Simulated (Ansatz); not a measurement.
**SiO (triplet): B2PLYP, RPA-PBE over vertical spin and charge gaps, 6-31G**

How well do these functionals follow the top wave-function level for SiO (triplet) over vertical spin and charge gaps?

Program: Ansatz 0.2.0, Gaussian basis. Level of theory: 6-31G, all electrons in the functionals, frozen cores in the correlation of double hybrids and RPA. These are calculated values, not measurements.

To be run: B2PLYP, RPA-PBE, at charge 0, triplet; charge 0, singlet; charge 0, quintet; charge 1, doublet; charge 1, quartet.

18 further runs of the same task are left out: 7 that didn't finish, 11 set aside as unsound or not needed.

## Step 1: The geometry

The geometry is a PBE0/def2-TZVP stationary point (not a proven minimum).

2 atoms, charge 0, spin multiplicity 3.

Atoms are counted from 1 here; the program's logs count them from 0.

Bond lengths: Si1–O2 1.724 Å.

No dispersion term is added.

The geometry shown and the zero of energy belong to the point charge 0, triplet. The yardstick, FCI, and other wave-function levels (R restricted, U unrestricted, valence and pair active spaces) come from earlier runs.

## Step 2: B2PLYP, charge 0, triplet

Contents of in.yaml:

```yaml
crystal:
  periodic: [false, false, false]
  atoms:
    - {symbol: Si, position_ang: [0.000000, 0.000000, 0.000000]}
    - {symbol: O, position_ang: [0.000000, 0.000000, 1.723500]}
basis:
  gaussian: {orbitals: 6-31G}
magnetization: {spin_polarized: true, initial_magnetization: 2}
hamiltonian: {xc: {name: B2PLYP}}
correlation: {electrons: outside_noble_gas}
```

Command:

```
$ ansatz run in.yaml --threads 1 --pin off --events-out ev --progress --plain --max-ram 2393MiB
```

Standard output:

```text
Functional definition: B2PLYP
  name "B2PLYP"
  cite "Grimme, J. Chem. Phys. 124, 034108 (2006) doi:10.1063/1.2148954"
  cite "Becke, Phys. Rev. A 38, 3098 (1988) doi:10.1103/PhysRevA.38.3098"
  cite "Lee, Yang & Parr, Phys. Rev. B 37, 785 (1988) doi:10.1103/PhysRevB.37.785"
  parameter a = 0.53
  parameter c = 0.27
  exchange = (1 - a)*b88_x + a*exact_x
  correlation = (1 - c)*lyp_c + c*(mp2_os + mp2_ss)
215 factors; integrals over basis functions are off by at most 1.4e-4 eV
mean field evaluation 1: about -9905.7298 eV, gradient 3.3e1 eV
mean field evaluation 2: about -9905.7757 eV, gradient 3.3e1 eV
mean field evaluation 4: about -9911.2179 eV, gradient 2.9e0 eV
mean field evaluation 8: about -9911.4511 eV, gradient 2.6e-1 eV
mean field evaluation 16: about -9911.4535 eV, gradient 3.7e-4 eV
mean field evaluation 32: about -9911.9994 eV, gradient 4.2e0 eV
mean field evaluation 64: about -9912.1268 eV, gradient 1.1e0 eV
mean field evaluation 96: about -9907.9888 eV, gradient 4.2e-1 eV
mean field -9912.20241839 eV, -364.2667201437 hartree, gradient 1.2e-6 eV, S^2 2.006483; 8 other end points of the search recorded, 0 dependent functions left out
6 core orbitals not correlated: weight in the atoms' cores, before any rotation towards them, 1.000 or more for the frozen orbitals, at most 0.000 for the correlated occupied ones
reference -9912.20252158 eV, -364.2667239360 hartree; 6, 4 occupied and 10, 12 virtual orbitals, 215 factors
second order -4.10890083 eV of doubles, -0.00000000 eV of singles
Total energy: -9913.31192481 eV, -364.3074937525 hartree
```

Run time: 1.9 s. Hardware: 1 thread of Intel Xeon Platinum 8488C, shared host.

From the report: ⟨S²⟩ of the determinant 2.006 (pure triplet: 2.00).

## Step 3: B2PLYP, charge 0, singlet

Changes to in.yaml since step 2:

```diff
@@ -7,3 +7,3 @@
   gaussian: {orbitals: 6-31G}
-magnetization: {spin_polarized: true, initial_magnetization: 2}
+magnetization: {spin_polarized: true, initial_magnetization: 0}
 hamiltonian: {xc: {name: B2PLYP}}
```

Same command.

Standard output, shortened:

```text
Functional definition: B2PLYP
  name "B2PLYP"
  cite "Grimme, J. Chem. Phys. 124, 034108 (2006) doi:10.1063/1.2148954"
  cite "Becke, Phys. Rev. A 38, 3098 (1988) doi:10.1103/PhysRevA.38.3098"
  cite "Lee, Yang & Parr, Phys. Rev. B 37, 785 (1988) doi:10.1103/PhysRevB.37.785"
[...]
215 factors; integrals over basis functions are off by at most 1.4e-4 eV
[...]
mean field -9914.44788244 eV, -364.3492394256 hartree, gradient 9.5e-7 eV, S^2 0.000000; 8 other end points of the search recorded, 0 dependent functions left out
6 core orbitals not correlated: weight in the atoms' cores, before any rotation towards them, 1.000 or more for the frozen orbitals, at most 0.000 for the correlated occupied ones
reference -9914.44798251 eV, -364.3492431029 hartree; 5, 5 occupied and 11, 11 virtual orbitals, 215 factors
second order -8.95996163 eV of doubles, -0.00000000 eV of singles
Total energy: -9916.86717215 eV, -364.4381466823 hartree
```

Run time: 1.2 s. Hardware: 1 thread of Intel Xeon Platinum 8488C, shared host.

From the report: ⟨S²⟩ of the determinant 0.000 (pure singlet: 0.00).

From charge 0, triplet: -3.555 eV.

## Step 4: B2PLYP, charge 0, quintet

Changes to in.yaml since step 3:

```diff
@@ -7,3 +7,3 @@
   gaussian: {orbitals: 6-31G}
-magnetization: {spin_polarized: true, initial_magnetization: 0}
+magnetization: {spin_polarized: true, initial_magnetization: 4}
 hamiltonian: {xc: {name: B2PLYP}}
```

Same command.

Standard output, shortened:

```text
Functional definition: B2PLYP
  name "B2PLYP"
  cite "Grimme, J. Chem. Phys. 124, 034108 (2006) doi:10.1063/1.2148954"
  cite "Becke, Phys. Rev. A 38, 3098 (1988) doi:10.1103/PhysRevA.38.3098"
  cite "Lee, Yang & Parr, Phys. Rev. B 37, 785 (1988) doi:10.1103/PhysRevB.37.785"
[...]
215 factors; integrals over basis functions are off by at most 1.4e-4 eV
[...]
mean field -9909.15089625 eV, -364.1545787735 hartree, gradient 4.2e-6 eV, S^2 6.009011; 0 other end points of the search recorded, 0 dependent functions left out
6 core orbitals not correlated: weight in the atoms' cores, before any rotation towards them, 1.000 or more for the frozen orbitals, at most 0.000 for the correlated occupied ones
reference -9909.15100105 eV, -364.1545826248 hartree; 7, 3 occupied and 9, 13 virtual orbitals, 215 factors
second order -3.43032222 eV of doubles, -0.00000000 eV of singles
Total energy: -9910.07718805 eV, -364.1886193693 hartree
```

Run time: 0.51 s. Hardware: 1 thread of Intel Xeon Platinum 8488C, shared host.

From the report: ⟨S²⟩ of the determinant 6.009 (pure quintet: 6.00).

From charge 0, triplet: +3.235 eV.

## Step 5: B2PLYP, charge 1, doublet

Changes to in.yaml since step 4:

```diff
@@ -7,3 +7,4 @@
   gaussian: {orbitals: 6-31G}
-magnetization: {spin_polarized: true, initial_magnetization: 4}
+total_charge: 1
+magnetization: {spin_polarized: true, initial_magnetization: 1}
 hamiltonian: {xc: {name: B2PLYP}}
```

The command is unchanged.

Standard output, shortened:

```text
Functional definition: B2PLYP
  name "B2PLYP"
  cite "Grimme, J. Chem. Phys. 124, 034108 (2006) doi:10.1063/1.2148954"
  cite "Becke, Phys. Rev. A 38, 3098 (1988) doi:10.1103/PhysRevA.38.3098"
  cite "Lee, Yang & Parr, Phys. Rev. B 37, 785 (1988) doi:10.1103/PhysRevB.37.785"
[...]
215 factors; integrals over basis functions are off by at most 1.4e-4 eV
[...]
mean field -9904.44350793 eV, -363.9815854434 hartree, gradient 7.1e-6 eV, S^2 0.758558; 5 other end points of the search recorded, 0 dependent functions left out
6 core orbitals not correlated: weight in the atoms' cores, before any rotation towards them, 1.000 or more for the frozen orbitals, at most 0.000 for the correlated occupied ones
reference -9904.44360827 eV, -363.9815891311 hartree; 5, 4 occupied and 11, 12 virtual orbitals, 215 factors
second order -4.75105466 eV of doubles, -0.00000000 eV of singles
Total energy: -9905.72639303 eV, -364.0287306014 hartree
```

Wall time 1.7 s (1 thread of Intel Xeon Platinum 8488C, shared host).

From the report: ⟨S²⟩ of the determinant 0.759 (pure doublet: 0.75).

From charge 0, triplet: +7.586 eV.

## Step 6: B2PLYP, charge 1, quartet

Changes to in.yaml since step 5:

```diff
@@ -8,3 +8,3 @@
 total_charge: 1
-magnetization: {spin_polarized: true, initial_magnetization: 1}
+magnetization: {spin_polarized: true, initial_magnetization: 3}
 hamiltonian: {xc: {name: B2PLYP}}
```

The command is unchanged.

Standard output, shortened:

```text
Functional definition: B2PLYP
  name "B2PLYP"
  cite "Grimme, J. Chem. Phys. 124, 034108 (2006) doi:10.1063/1.2148954"
  cite "Becke, Phys. Rev. A 38, 3098 (1988) doi:10.1103/PhysRevA.38.3098"
  cite "Lee, Yang & Parr, Phys. Rev. B 37, 785 (1988) doi:10.1103/PhysRevB.37.785"
[...]
215 factors; integrals over basis functions are off by at most 1.4e-4 eV
[...]
mean field -9901.25870006 eV, -363.8645459131 hartree, gradient 2.8e-6 eV, S^2 3.768629; 8 other end points of the search recorded, 0 dependent functions left out
6 core orbitals not correlated: weight in the atoms' cores, before any rotation towards them, 1.000 or more for the frozen orbitals, at most 0.000 for the correlated occupied ones
reference -9901.25880208 eV, -363.8645496621 hartree; 6, 3 occupied and 10, 13 virtual orbitals, 215 factors
second order -3.66510920 eV of doubles, -0.00000000 eV of singles
Total energy: -9902.24838156 eV, -363.9009160374 hartree
```

Wall time 2 s (1 thread of Intel Xeon Platinum 8488C, shared host).

From the report: ⟨S²⟩ of the determinant 3.769 (pure quartet: 3.75).

From charge 0, triplet: +11.064 eV.

## Step 7: RPA-PBE, charge 0, triplet

Contents of in.yaml:

```yaml
crystal:
  periodic: [false, false, false]
  atoms:
    - {symbol: Si, position_ang: [0.000000, 0.000000, 0.000000]}
    - {symbol: O, position_ang: [0.000000, 0.000000, 1.723500]}
basis:
  gaussian: {orbitals: 6-31G}
magnetization: {spin_polarized: true, initial_magnetization: 2}
hamiltonian: {xc: {name: PBE}}
correlation: {method: rpa, electrons: outside_noble_gas}
```

The command is unchanged.

Standard output, shortened:

```text
Functional definition: PBE
  name "PBE"
  cite "Perdew, Burke & Ernzerhof, Phys. Rev. Lett. 77, 3865 (1996) doi:10.1103/PhysRevLett.77.3865"
  parent pbe
[...]
215 factors; integrals over basis functions are off by at most 1.4e-4 eV
[...]
mean field -9912.97140374 eV, -364.2949798342 hartree, gradient 9.3e-6 eV, S^2 2.000823; 14 other end points of the search recorded, 0 dependent functions left out
6 core orbitals not correlated: weight in the atoms' cores, before any rotation towards them, 1.000 or more for the frozen orbitals, at most 0.000 for the correlated occupied ones
reference -9893.89758147 eV, -363.5940297944 hartree; 6, 4 occupied and 10, 12 virtual orbitals, 215 factors
Total energy: -9900.85746188 eV, -363.8498006820 hartree
```

Wall time 3.2 s (1 thread of Intel Xeon Platinum 8488C, shared host).

From the report: ⟨S²⟩ of the determinant 2.001 (pure triplet: 2.00).

## Step 8: RPA-PBE, charge 0, singlet

Changes to in.yaml since step 7:

```diff
@@ -7,3 +7,3 @@
   gaussian: {orbitals: 6-31G}
-magnetization: {spin_polarized: true, initial_magnetization: 2}
+magnetization: {spin_polarized: true, initial_magnetization: 0}
 hamiltonian: {xc: {name: PBE}}
```

The command is unchanged.

Standard output, shortened:

```text
Functional definition: PBE
  name "PBE"
  cite "Perdew, Burke & Ernzerhof, Phys. Rev. Lett. 77, 3865 (1996) doi:10.1103/PhysRevLett.77.3865"
  parent pbe
[...]
215 factors; integrals over basis functions are off by at most 1.4e-4 eV
[...]
mean field -9916.49122823 eV, -364.4243309981 hartree, gradient 8.9e-8 eV, S^2 0.000000; 0 other end points of the search recorded, 0 dependent functions left out
6 core orbitals not correlated: weight in the atoms' cores, before any rotation towards them, 1.000 or more for the frozen orbitals, at most 0.000 for the correlated occupied ones
reference -9895.53177939 eV, -363.6540854602 hartree; 5, 5 occupied and 11, 11 virtual orbitals, 215 factors
Total energy: -9904.23122376 eV, -363.9737841440 hartree
```

It took 0.51 s on 1 thread of Intel Xeon Platinum 8488C, shared host.

From the report: ⟨S²⟩ of the determinant 0.000 (pure singlet: 0.00).

From charge 0, triplet: -3.374 eV.

## Step 9: RPA-PBE, charge 0, quintet

Changes to in.yaml since step 8:

```diff
@@ -7,3 +7,3 @@
   gaussian: {orbitals: 6-31G}
-magnetization: {spin_polarized: true, initial_magnetization: 0}
+magnetization: {spin_polarized: true, initial_magnetization: 4}
 hamiltonian: {xc: {name: PBE}}
```

Launched as before.

Standard output, shortened:

```text
Functional definition: PBE
  name "PBE"
  cite "Perdew, Burke & Ernzerhof, Phys. Rev. Lett. 77, 3865 (1996) doi:10.1103/PhysRevLett.77.3865"
  parent pbe
[...]
215 factors; integrals over basis functions are off by at most 1.4e-4 eV
[...]
mean field -9909.73933725 eV, -364.1762035812 hartree, gradient 3.1e-6 eV, S^2 6.001833; 7 other end points of the search recorded, 0 dependent functions left out
6 core orbitals not correlated: weight in the atoms' cores, before any rotation towards them, 1.000 or more for the frozen orbitals, at most 0.000 for the correlated occupied ones
reference -9892.52841277 eV, -363.5437137725 hartree; 7, 3 occupied and 9, 13 virtual orbitals, 215 factors
Total energy: -9897.73788709 eV, -363.7351584230 hartree
```

It took 0.99 s on 1 thread of Intel Xeon Platinum 8488C, shared host.

From the report: ⟨S²⟩ of the determinant 6.002 (pure quintet: 6.00).

From charge 0, triplet: +3.120 eV.

## Step 10: RPA-PBE, charge 1, doublet

Changes to in.yaml since step 9:

```diff
@@ -7,3 +7,4 @@
   gaussian: {orbitals: 6-31G}
-magnetization: {spin_polarized: true, initial_magnetization: 4}
+total_charge: 1
+magnetization: {spin_polarized: true, initial_magnetization: 1}
 hamiltonian: {xc: {name: PBE}}
```

Same command.

Standard output, shortened:

```text
Functional definition: PBE
  name "PBE"
  cite "Perdew, Burke & Ernzerhof, Phys. Rev. Lett. 77, 3865 (1996) doi:10.1103/PhysRevLett.77.3865"
  parent pbe
[...]
215 factors; integrals over basis functions are off by at most 1.4e-4 eV
[...]
mean field -9905.29365954 eV, -364.0128279390 hartree, gradient 1.6e-6 eV, S^2 0.756138; 5 other end points of the search recorded, 0 dependent functions left out
6 core orbitals not correlated: weight in the atoms' cores, before any rotation towards them, 1.000 or more for the frozen orbitals, at most 0.000 for the correlated occupied ones
reference -9885.39097211 eV, -363.2814176663 hartree; 5, 4 occupied and 11, 12 virtual orbitals, 215 factors
Total energy: -9893.76137924 eV, -363.5890244549 hartree
```

Run time: 1.6 s. Hardware: 1 thread of Intel Xeon Platinum 8488C, shared host.

From the report: ⟨S²⟩ of the determinant 0.756 (pure doublet: 0.75).

From charge 0, triplet: +7.096 eV.

## Step 11: RPA-PBE, charge 1, quartet

Changes to in.yaml since step 10:

```diff
@@ -8,3 +8,3 @@
 total_charge: 1
-magnetization: {spin_polarized: true, initial_magnetization: 1}
+magnetization: {spin_polarized: true, initial_magnetization: 3}
 hamiltonian: {xc: {name: PBE}}
```

The command is unchanged.

Standard output, shortened:

```text
Functional definition: PBE
  name "PBE"
  cite "Perdew, Burke & Ernzerhof, Phys. Rev. Lett. 77, 3865 (1996) doi:10.1103/PhysRevLett.77.3865"
  parent pbe
[...]
215 factors; integrals over basis functions are off by at most 1.4e-4 eV
[...]
mean field -9901.76899789 eV, -363.8832990124 hartree, gradient 1.6e-6 eV, S^2 3.752630; 10 other end points of the search recorded, 0 dependent functions left out
6 core orbitals not correlated: weight in the atoms' cores, before any rotation towards them, 1.000 or more for the frozen orbitals, at most 0.000 for the correlated occupied ones
reference -9884.43481384 eV, -363.2462794981 hartree; 6, 3 occupied and 10, 13 virtual orbitals, 215 factors
Total energy: -9890.20165766 eV, -363.4582070995 hartree
```

It took 2 s on 1 thread of Intel Xeon Platinum 8488C, shared host.

From the report: ⟨S²⟩ of the determinant 3.753 (pure quartet: 3.75).

From charge 0, triplet: +10.656 eV.

## Step 12: The comparison

The yardstick is full CI for this spin, exact in this basis with these frozen cores. It comes from earlier runs at the same points. Energies in eV, counted from charge 0, triplet; blanks weren't run or aren't comparable.

```
  level  triplet to singlet  triplet to quintet  ionisation to the doublet cation  ionisation to the quartet cation
    FCI              -3.242               3.079                             7.317                            10.465
 B2PLYP              -3.555               3.235                             7.586                            11.064
RPA-PBE              -3.374               3.120                             7.096                            10.656
```

Largest miss and mean time a point (FCI took 35 s a point; shared hosts):

```
  level  largest miss (eV)                             where  time a point
 B2PLYP             +0.598  ionisation to the quartet cation         1.5 s
RPA-PBE             -0.221  ionisation to the doublet cation         1.6 s
```

## Step 13: Summary of results

| quantity | value |
| --- | --- |
| triplet to singlet, FCI | -3.242 eV |
| triplet to quintet, FCI | 3.079 eV |
| ionisation to the doublet cation, FCI | 7.317 eV |
| ionisation to the quartet cation, FCI | 10.465 eV |
| largest miss, B2PLYP | +0.598 eV (ionisation to the quartet cation) |
| largest miss, RPA-PBE | -0.221 eV (ionisation to the doublet cation) |

What this shows: Of the functionals, RPA-PBE keep the smallest largest miss at the points compared (at most 0.221 eV) and B2PLYP strays most (0.598 eV, at ionisation to the quartet cation). Functionals and the yardstick converge differently with the basis, so part of each miss in 6-31G is the basis.
